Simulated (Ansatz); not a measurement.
Basis-set extrapolation for C$_{2}$H$_{5}$Cl, SMILES `CCCl` (PBE0-D4/def2-TZVP geometry, frozen core, Ansatz 0.2.0). Multiplicity 1, RHF reference.

|  | def2-TZVPP | def2-QZVPP |
| --- | --- | --- |
| HF | -538.193234 | -538.209993 |
| MP2 correlation | -0.546833 | -0.589027 |
| CCSD(T) correlation | -0.610805 | not run |

Energies in hartree. Use E(X) = E(∞) + A·exp(−7.88·√X) for Hartree–Fock and E(X) = E(∞) + B·X^(−2.97) for correlation, with X = 3 and 4, and add CCSD(T) minus MP2 of the smaller set to the MP2 limit.

What is the CCSD(T) energy at the basis-set limit?

HF limit: -538.209993 + (-0.016759) × 0.13774 = -538.21230. MP2 limit: -0.589027 + (-0.042194) × 0.74074 = -0.62028. Higher-order term: -0.610805 − (-0.546833) = -0.06397. Total: -538.89655 hartree, 58.1 kcal/mol below CCSD(T)/def2-TZVPP.
